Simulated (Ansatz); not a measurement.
Results of rVV10 (plane waves, PAW; Ansatz, a first-principles code) for rutile SnO₂.

Numerical settings: plane-wave cutoff 500 eV, 8×8×10 k mesh (along the axes of the cell as run), gaussian smearing 0.02 eV, scalar-relativistic PAW data made under PBE.

Cell (relaxed at this level):

```xyz
6
Lattice="4.8319 0.0000 0.0000 0.0000 4.8319 0.0000 0.0000 0.0000 3.2652" Properties=species:S:1:pos:R:3 pbc="T T T"
Sn     0.0000     0.0000     0.0000
Sn     2.4160     2.4160     1.6326
O      1.4799     1.4799     0.0000
O      3.8958     0.9361     1.6326
O      0.9361     3.8958     1.6326
O      3.3520     3.3520     0.0000
```

Q: What does this level give for the band gap?

A: 
- band gap: 0.47 eV (on the SCF k mesh)

Measured, for comparison: band gap 3.81 eV (zero-point renormalisation of 215 meV (computed, non-adiabatic AHC, without the lattice-expansion part) added back here to the 1.8 K gap of; inputs from Miglio et al. (2020), arXiv:2011.12765).

Spin–orbit coupling is not included.

The computed numbers hold no vibrational or temperature effects.
